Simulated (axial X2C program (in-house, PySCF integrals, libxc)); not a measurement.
# Nuclear properties of FSiF

Computed with an in-house all-electron X2C program for linear molecules (integrals from PySCF): two-component X2C with atomic mean-field Coulomb and Gaunt terms, Gaussian nuclei, basis F dyall-av3z, Si dyall-v3z with contracted cores.

F–Si–F held linear, with bonds 1.653 and 1.653 Å (near the PBE0 minimum at charge 0 of the determinant lowest at the starting distance; the state shown can have its own minimum elsewhere, held linear; other orders of the atoms were not compared).

Determinant lowest in the PBE0 search, Ω = 0 (closed shell), highest spinor 33% Si s, 33% F p, 18% Si d:

```tsv
level	qzz F (a.u.)	qzz Si (a.u.)
PBE0	-0.06	-1.33
HF	0.04	-1.38
BHandHLYP	-0.03	-1.38
```

Determinant 2.04 eV from it at PBE0 and this distance, Ω = 2 (⟨Sz⟩ = 1.00, ⟨Lz⟩ = 1.00 at PBE0), spin on the atoms F 0.04, Si 0.92, F 0.04:

```json
{"level": "PBE0", "A∥/gI F (MHz)": "101", "qzz F (a.u.)": "1.29", "A∥/gI Si (MHz)": "599", "qzz Si (a.u.)": "-0.40"}
{"level": "HF", "A∥/gI F (MHz)": "112", "qzz F (a.u.)": "1.26", "A∥/gI Si (MHz)": "675", "qzz Si (a.u.)": "-0.47"}
{"level": "BHandHLYP", "A∥/gI F (MHz)": "105", "qzz F (a.u.)": "1.33", "A∥/gI Si (MHz)": "647", "qzz Si (a.u.)": "-0.42"}
```

A∥ (defined per Ω) follows by multiplying with gI = μI/(I μN); qzz is the electric field gradient, eQq0 = 234.96 MHz × Q/barn × qzz. The operators were transformed with the bare-nucleus X2C matrices; with these basis sets, hyperfine constants and field gradients can be off by tens of per cent, and where levels differ in sign neither size nor sign is settled.

The molecule was held linear; bending was not examined, so a bent shape may lie lower.

Each state is one determinant with collinear spin, which with several unpaired electrons need not be a pure state. Unrestricted Hartree–Fock can overshoot spin polarisation at the nuclei. With several open shells hyperfine constants can be off by a factor of several. Open-shell Ω = 0 determinants with evenly filled partner blocks cannot be reached by this program, so the Ω shown need not be the lowest component. The search compared states at one distance, so a state with another bond length can lie lower. Where a field gradient or hyperfine factor spreads by more than a factor of two over the levels, a constant derived from it is not to be relied on. PBE0 term energies can be off by some tenths of an eV.
